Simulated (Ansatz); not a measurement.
in.yaml

```yaml
crystal:
  periodic: [false, false, false]
  atoms:
    - {symbol: Si, position_ang: [0.025632, -0.091289, 0.603293]}
    - {symbol: O, position_ang: [-0.095072, 0.083014, -1.046543]}
    - {symbol: H, position_ang: [0.127333, 1.209416, 1.360354]}
    - {symbol: H, position_ang: [0.667545, 0.016568, -1.558522]}
basis:
  gaussian: {orbitals: STO-3G, fitting: {mean_field: def2-universal-jkfit}, point_charges: [{charge: 0.50, position_ang: [3.792, -0.964, -0.505]}]}
magnetization: {spin_polarized: false, initial_magnetization: 2}
correlation: {active_space: {window: {electrons: 4, orbitals: 3}}}
scf: {lower_state_search: full}
```

```sh
$ ansatz run in.yaml --threads 1 --pin off --events-out ev --progress --plain --max-ram 2393MiB
```

Output:

```
241 factors; integrals over basis functions are off by at most 7.5e-3 eV
mean field evaluation 1: about -9807.8790 eV, gradient 1.7e1 eV
mean field evaluation 2: about -9808.8343 eV, gradient 6.0e0 eV
mean field evaluation 4: about -9809.1269 eV, gradient 5.2e-1 eV
mean field evaluation 8: about -9746.5152 eV, gradient 7.1e1 eV
mean field evaluation 16: about -9725.3525 eV, gradient 3.7e1 eV
mean field evaluation 32: about -9806.0270 eV, gradient 1.0e1 eV
mean field evaluation 64: about -9805.7913 eV, gradient 1.2e1 eV
mean field -9809.13149955 eV, -360.4789337402 hartree, gradient 1.1e-6 eV, S^2 2.000000; 5 other end points of the search recorded, 0 dependent functions left out
reference -9809.13149955 eV, -360.4789337402 hartree; 13, 11 occupied and 3, 5 virtual orbitals, 241 factors
state -9809.13149955 eV, -360.4789337402 hartree
Total energy: -9809.13149955 eV, -360.4789337402 hartree
```

Ran on 1 thread of Arm Neoverse V1, shared host: 0.18 s wall, 0.16 GiB peak host memory.
